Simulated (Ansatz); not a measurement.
# How far each method lies from RCCSDT(Q) for SiH4, singlet

All five atoms lie in one plane.

Geometry: that of the SiH4, triplet, kept fixed.

```xyz
5

Si    0.0000    0.0000    0.0000
H    -0.0115    1.0851    1.0776
H    -0.0165   -1.0776    1.0850
H     0.0165    1.0776   -1.0850
H     0.0115   -1.0851   -1.0776
```

Basis cc-pVTZ; Ansatz 0.2.0. Correlated methods freeze the noble-gas cores, which leaves 8 electrons in 85 orbitals. R marks a restricted (for open shells ROHF) determinant. Active spaces: valence = (8e, 8o) chosen from the atoms' valence shells.

Full CI isn't at hand for all of this; RCCSDT(Q) serves as the reference, and is uncertain by about the last step of the cluster series.

```
UHF ⟨S²⟩                          : 0.000
T1 diagnostic (RCCSD)             : 0.0091
largest doubles amplitude (RCCSD) : 0.047
```

**Question.** From what is known of these methods and the diagnostics, rank them by the size of their error in total energy against RCCSDT(Q) in cc-pVTZ, smallest first (an estimate: the text doesn't fix the numbers).
A. RHF
B. RCCSD(T)
C. CASSCF (valence space)
D. RCCSDT
E. NEVPT2 (valence space)

**Answer.** D (2 meV), B (23 meV), E (876 meV), C (3565 meV), A (4897 meV).

All errors are against RCCSDT(Q) in cc-pVTZ. Within each family the higher level lies nearer, as is usual though not guaranteed.

Natural occupations of CASSCF (valence space) about the gap: 1.985 1.983 1.983 1.968 0.037 0.018 0.018 0.008; effectively unpaired electrons, Σ n²(2−n)², 0.02.
